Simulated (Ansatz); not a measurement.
## Molecular dynamics, step by step

C₂H₈ (SMILES C.C), closed shell, PBE0-D4/def2-SVP (Ansatz 0.2.0). Settings (timestep in fs, temperature in K; T counts 24 degrees of freedom):

```yaml
hamiltonian: {xc: pbe0, dispersion: d4}
md: {n_steps: 40, timestep: 1.0, temperature: 500, ensemble: nve, seed: 36, initial_velocities: maxwell_boltzmann}
```

Start (the SMILES describes the start alone):

```json
{"atom": "C1", "x (Å)": "0.1757", "y (Å)": "-0.0951", "z (Å)": "-1.9091"}
{"atom": "H2", "x (Å)": "-0.5040", "y (Å)": "0.7339", "z (Å)": "-1.7136"}
{"atom": "H3", "x (Å)": "-0.3321", "y (Å)": "-1.0366", "z (Å)": "-1.7011"}
{"atom": "H4", "x (Å)": "1.0508", "y (Å)": "-0.0055", "z (Å)": "-1.2662"}
{"atom": "H5", "x (Å)": "0.4861", "y (Å)": "-0.0726", "z (Å)": "-2.9534"}
{"atom": "C6", "x (Å)": "-0.1755", "y (Å)": "0.0951", "z (Å)": "1.9091"}
{"atom": "H7", "x (Å)": "-0.6603", "y (Å)": "0.1041", "z (Å)": "2.8850"}
{"atom": "H8", "x (Å)": "-0.4359", "y (Å)": "1.0024", "z (Å)": "1.3647"}
{"atom": "H9", "x (Å)": "-0.5099", "y (Å)": "-0.7742", "z (Å)": "1.3437"}
{"atom": "H10", "x (Å)": "0.9052", "y (Å)": "0.0486", "z (Å)": "2.0409"}
```

```json
{"step": "0", "time (fs)": "0.00", "potential energy less the start (meV)": "0.0", "kinetic energy (meV)": "517.0", "T (K)": "500"}
{"step": "2", "time (fs)": "2.00", "potential energy less the start (meV)": "182.6", "kinetic energy (meV)": "344.6", "T (K)": "333"}
{"step": "4", "time (fs)": "4.00", "potential energy less the start (meV)": "345.1", "kinetic energy (meV)": "182.9", "T (K)": "177"}
{"step": "6", "time (fs)": "6.00", "potential energy less the start (meV)": "371.9", "kinetic energy (meV)": "153.4", "T (K)": "148"}
{"step": "8", "time (fs)": "8.00", "potential energy less the start (meV)": "352.7", "kinetic energy (meV)": "178.2", "T (K)": "172"}
{"step": "10", "time (fs)": "10.00", "potential energy less the start (meV)": "108.5", "kinetic energy (meV)": "411.1", "T (K)": "398"}
{"step": "12", "time (fs)": "12.00", "potential energy less the start (meV)": "105.5", "kinetic energy (meV)": "418.6", "T (K)": "405"}
{"step": "14", "time (fs)": "14.00", "potential energy less the start (meV)": "218.9", "kinetic energy (meV)": "307.5", "T (K)": "297"}
{"step": "16", "time (fs)": "16.00", "potential energy less the start (meV)": "282.8", "kinetic energy (meV)": "241.2", "T (K)": "233"}
{"step": "18", "time (fs)": "18.00", "potential energy less the start (meV)": "384.7", "kinetic energy (meV)": "145.1", "T (K)": "140"}
{"step": "20", "time (fs)": "20.00", "potential energy less the start (meV)": "255.2", "kinetic energy (meV)": "268.5", "T (K)": "260"}
{"step": "22", "time (fs)": "22.00", "potential energy less the start (meV)": "161.5", "kinetic energy (meV)": "361.8", "T (K)": "350"}
{"step": "24", "time (fs)": "24.00", "potential energy less the start (meV)": "187.6", "kinetic energy (meV)": "337.7", "T (K)": "327"}
{"step": "26", "time (fs)": "26.00", "potential energy less the start (meV)": "216.6", "kinetic energy (meV)": "307.4", "T (K)": "297"}
{"step": "28", "time (fs)": "28.00", "potential energy less the start (meV)": "306.9", "kinetic energy (meV)": "221.4", "T (K)": "214"}
{"step": "30", "time (fs)": "30.00", "potential energy less the start (meV)": "251.5", "kinetic energy (meV)": "273.2", "T (K)": "264"}
{"step": "32", "time (fs)": "32.00", "potential energy less the start (meV)": "224.5", "kinetic energy (meV)": "299.1", "T (K)": "289"}
{"step": "34", "time (fs)": "34.00", "potential energy less the start (meV)": "262.1", "kinetic energy (meV)": "265.0", "T (K)": "256"}
{"step": "36", "time (fs)": "36.00", "potential energy less the start (meV)": "225.3", "kinetic energy (meV)": "297.8", "T (K)": "288"}
{"step": "38", "time (fs)": "38.00", "potential energy less the start (meV)": "287.8", "kinetic energy (meV)": "240.0", "T (K)": "232"}
{"step": "40", "time (fs)": "40.00", "potential energy less the start (meV)": "223.9", "kinetic energy (meV)": "302.3", "T (K)": "292"}
```

Step 8, positions (Å) and forces (eV/Å):

| atom | x | y | z | Fx | Fy | Fz |
| --- | --- | --- | --- | --- | --- | --- |
| C1 | 0.174 | -0.109 | -1.916 | -1.492 | 1.710 | -1.351 |
| H2 | -0.625 | 0.690 | -1.813 | 1.022 | -0.514 | 0.155 |
| H3 | -0.358 | -1.038 | -1.792 | 0.149 | -0.847 | 0.022 |
| H4 | 1.008 | 0.044 | -1.279 | 0.699 | 0.059 | 1.421 |
| H5 | 0.615 | 0.030 | -2.915 | -0.378 | -0.408 | -0.235 |
| C6 | -0.195 | 0.096 | 1.930 | 2.566 | -1.142 | 0.487 |
| H7 | -0.575 | 0.128 | 2.956 | -0.708 | -0.110 | -0.327 |
| H8 | -0.279 | 0.975 | 1.362 | -0.742 | 1.870 | -0.586 |
| H9 | -0.467 | -0.715 | 1.242 | -0.335 | -0.319 | 0.598 |
| H10 | 0.927 | 0.045 | 2.079 | -0.783 | -0.299 | -0.183 |

Step 18, positions (Å) and forces (eV/Å):

```json
{"atom": "C1", "x": "0.169", "y": "-0.100", "z": "-1.947", "Fx": "-1.413", "Fy": "0.789", "Fz": "-0.716"}
{"atom": "H2", "x": "-0.642", "y": "0.692", "z": "-1.805", "Fx": "0.616", "Fy": "-1.221", "Fz": "-0.497"}
{"atom": "H3", "x": "-0.175", "y": "-1.127", "z": "-1.899", "Fx": "-0.837", "Fy": "-0.348", "Fz": "0.121"}
{"atom": "H4", "x": "0.785", "y": "0.012", "z": "-1.086", "Fx": "1.369", "Fy": "0.298", "Fz": "0.575"}
{"atom": "H5", "x": "0.639", "y": "-0.031", "z": "-2.947", "Fx": "0.264", "Fy": "0.483", "Fz": "0.524"}
{"atom": "C6", "x": "-0.148", "y": "0.114", "z": "1.936", "Fx": "-0.264", "Fy": "-2.276", "Fz": "1.238"}
{"atom": "H7", "x": "-0.798", "y": "0.094", "z": "2.833", "Fx": "0.803", "Fy": "0.054", "Fz": "0.481"}
{"atom": "H8", "x": "-0.380", "y": "1.057", "z": "1.518", "Fx": "0.185", "Fy": "1.221", "Fz": "-1.140"}
{"atom": "H9", "x": "-0.622", "y": "-0.737", "z": "1.403", "Fx": "0.443", "Fy": "0.457", "Fz": "-0.560"}
{"atom": "H10", "x": "0.943", "y": "-0.124", "z": "2.122", "Fx": "-1.167", "Fy": "0.544", "Fz": "-0.026"}
```

Step 34, positions (Å) and forces (eV/Å):

| atom | x | y | z | Fx | Fy | Fz |
| --- | --- | --- | --- | --- | --- | --- |
| C1 | 0.151 | -0.115 | -1.971 | 1.452 | -0.727 | 0.701 |
| H2 | -0.674 | 0.551 | -2.019 | -1.405 | 0.602 | 0.040 |
| H3 | -0.138 | -1.185 | -2.089 | 0.009 | 0.605 | 0.333 |
| H4 | 0.699 | 0.098 | -1.001 | -0.450 | -0.477 | -1.026 |
| H5 | 0.778 | 0.149 | -2.827 | 0.401 | -0.003 | -0.054 |
| C6 | -0.174 | 0.103 | 1.981 | 0.612 | 1.881 | -0.971 |
| H7 | -0.676 | 0.145 | 2.947 | -0.308 | -0.184 | -0.002 |
| H8 | -0.073 | 1.138 | 1.517 | -0.805 | -1.017 | 0.382 |
| H9 | -0.500 | -0.632 | 1.252 | -0.790 | -0.122 | -0.102 |
| H10 | 0.862 | -0.117 | 2.102 | 1.284 | -0.558 | 0.698 |

Last step (40):

| atom | x (Å) | y (Å) | z (Å) |
| --- | --- | --- | --- |
| C1 | 0.1540 | -0.1153 | -1.9823 |
| H2 | -0.7434 | 0.5696 | -2.0385 |
| H3 | -0.0350 | -1.1728 | -2.1202 |
| H4 | 0.5410 | 0.0429 | -0.9990 |
| H5 | 0.8101 | 0.1375 | -2.8285 |
| C6 | -0.1474 | 0.1202 | 1.9833 |
| H7 | -0.7817 | 0.1188 | 2.8851 |
| H8 | -0.1591 | 1.1175 | 1.6108 |
| H9 | -0.6220 | -0.6316 | 1.3198 |
| H10 | 0.9133 | -0.2398 | 2.1592 |

The run took about 44 s on 2 CPU threads of an Arm Neoverse V1 (shared host).
